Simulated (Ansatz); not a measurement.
Species, as SMILES: Cl[CH]Cl, doublet.
Atoms: C1, Cl2, Cl3, H4. Bonds: C1-Cl2, C1-Cl3, C1-H4.

Basis-set convergence of the lowest harmonic wavenumber at PBE with Ansatz (a program for electronic structure). Each level at its own minimum, finite differences of forces, unscaled; the reference is a large set that could be run, not a limit. All functions are spherical. The program fits the integrals of some runs and decomposes those of others, by size. Open shells are unrestricted. No added dispersion term, no relativity. Reference: the value in aug-pcseg-2, 293 cm⁻¹. Deviations are taken from unrounded values.

```json
[
 {"basis": "STO-3G", "functions": "24", "lowest harmonic wavenumber (cm⁻¹)": "279", "minus reference (cm⁻¹)": "-13"},
 {"basis": "3-21G", "functions": "37", "lowest harmonic wavenumber (cm⁻¹)": "266", "minus reference (cm⁻¹)": "-26"},
 {"basis": "6-31G", "functions": "37", "lowest harmonic wavenumber (cm⁻¹)": "280", "minus reference (cm⁻¹)": "-12"},
 {"basis": "pcseg-0", "functions": "37", "lowest harmonic wavenumber (cm⁻¹)": "245", "minus reference (cm⁻¹)": "-47"},
 {"basis": "def2-SV(P)", "functions": "52", "lowest harmonic wavenumber (cm⁻¹)": "293", "minus reference (cm⁻¹)": "0"},
 {"basis": "def2-SVP", "functions": "55", "lowest harmonic wavenumber (cm⁻¹)": "293", "minus reference (cm⁻¹)": "0"},
 {"basis": "pcseg-1", "functions": "55", "lowest harmonic wavenumber (cm⁻¹)": "296", "minus reference (cm⁻¹)": "4"},
 {"basis": "def2-SVPD", "functions": "82", "lowest harmonic wavenumber (cm⁻¹)": "292", "minus reference (cm⁻¹)": "0"},
 {"basis": "aug-cc-pV(D+d)Z", "functions": "96", "lowest harmonic wavenumber (cm⁻¹)": "295", "minus reference (cm⁻¹)": "2"},
 {"basis": "6-311++G(2d,2p)", "functions": "107", "lowest harmonic wavenumber (cm⁻¹)": "294", "minus reference (cm⁻¹)": "2"},
 {"basis": "def2-TZVP", "functions": "111", "lowest harmonic wavenumber (cm⁻¹)": "293", "minus reference (cm⁻¹)": "1"},
 {"basis": "pcseg-2", "functions": "112", "lowest harmonic wavenumber (cm⁻¹)": "294", "minus reference (cm⁻¹)": "1"},
 {"basis": "cc-pV(T+d)Z", "functions": "122", "lowest harmonic wavenumber (cm⁻¹)": "293", "minus reference (cm⁻¹)": "0"},
 {"basis": "def2-TZVPP", "functions": "129", "lowest harmonic wavenumber (cm⁻¹)": "293", "minus reference (cm⁻¹)": "0"},
 {"basis": "def2-TZVPD", "functions": "138", "lowest harmonic wavenumber (cm⁻¹)": "294", "minus reference (cm⁻¹)": "1"},
 {"basis": "jun-cc-pV(T+d)Z", "functions": "149", "lowest harmonic wavenumber (cm⁻¹)": "294", "minus reference (cm⁻¹)": "1"},
 {"basis": "6-311++G(3df,3pd)", "functions": "151", "lowest harmonic wavenumber (cm⁻¹)": "297", "minus reference (cm⁻¹)": "4"},
 {"basis": "def2-TZVPPD", "functions": "156", "lowest harmonic wavenumber (cm⁻¹)": "294", "minus reference (cm⁻¹)": "1"}
]
```
